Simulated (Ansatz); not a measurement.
# SiN+ (singlet): B97M-V, PBE0 over a scan of the distance Si1–N2, 6-31G

How well do these functionals follow the top wave-function level for SiN+ (singlet) over a scan of the distance Si1–N2?

The runs use Ansatz 0.2.0, Gaussian basis; 6-31G, all electrons in the functionals.

The runs, in order: B97M-V, PBE0, at 1.271 Å; 1.375 Å; 1.558 Å; 1.689 Å; 1.926 Å; 2.126 Å; 2.508 Å; 2.853 Å; 3.342 Å; 4.194 Å; 5.269 Å.

23 further runs of the same task are left out: 3 for a known fault of the program, 16 that didn't finish, 4 set aside as unsound or not needed.

## Step 1: The geometry

The geometry derives from a PBE0/def2-TZVP stationary point (not a proven minimum). One bond is set to the value named and the two fragments are kept rigid.

2 atoms, charge 1, spin multiplicity 1.

Atoms are counted from 1 here; the program's logs count them from 0.

Bond lengths: Si1–N2 1.558 Å.

No dispersion term is added; B97M-V holds VV10 nonlocal correlation.

The geometry shown and the zero of energy belong to the point 1.558 Å. The yardstick, FCI, and other wave-function levels (R restricted, U unrestricted, valence and pair active spaces) come from earlier runs.

## Step 2: B97M-V, 1.271 Å

in.yaml

```yaml
crystal:
  periodic: [false, false, false]
  atoms:
    - {symbol: Si, position_ang: [0.000000, 0.000000, 0.000000]}
    - {symbol: N, position_ang: [0.000000, 0.000000, 1.271000]}
basis:
  gaussian: {orbitals: 6-31G}
total_charge: 1
magnetization: {spin_polarized: true, initial_magnetization: 0}
hamiltonian: {xc: {name: B97M-V}}
```

Command:

```console
$ ansatz run in.yaml --threads 1 --pin off --events-out ev --progress --plain --max-ram 2393MiB
```

Further steps of the session: B97M-V, 1.375 Å; B97M-V, 1.558 Å; B97M-V, 1.689 Å; B97M-V, 1.926 Å; B97M-V, 2.126 Å; B97M-V, 2.508 Å; B97M-V, 2.853 Å; B97M-V, 3.342 Å; B97M-V, 4.194 Å; B97M-V, 5.269 Å; PBE0, 1.271 Å; PBE0, 1.375 Å; PBE0, 1.558 Å; PBE0, 1.689 Å; PBE0, 1.926 Å; PBE0, 2.126 Å; PBE0, 2.508 Å; PBE0, 2.853 Å; PBE0, 3.342 Å; PBE0, 4.194 Å; PBE0, 5.269 Å.

Q: Predict the results of all the runs planned. Wanted: span of the FCI curve; largest miss, B97M-V; largest miss, PBE0.

The runs gave:

```
             quantity                    value
span of the FCI curve             485.3 kJ/mol
 largest miss, B97M-V   -67.7 kJ/mol (5.269 Å)
   largest miss, PBE0  -106.3 kJ/mol (5.269 Å)
```

Of the functionals, B97M-V keep the smallest largest miss at the points compared (at most 67.7 kJ/mol) and PBE0 strays most (106.3 kJ/mol, at 5.269 Å). B97M-V, PBE0 clearly break the spin symmetry at some points (⟨S²⟩ up to 2.00 above the pure value), so energy there is bought with a mixed spin. Functionals and the yardstick converge differently with the basis, so part of each miss in 6-31G is the basis.
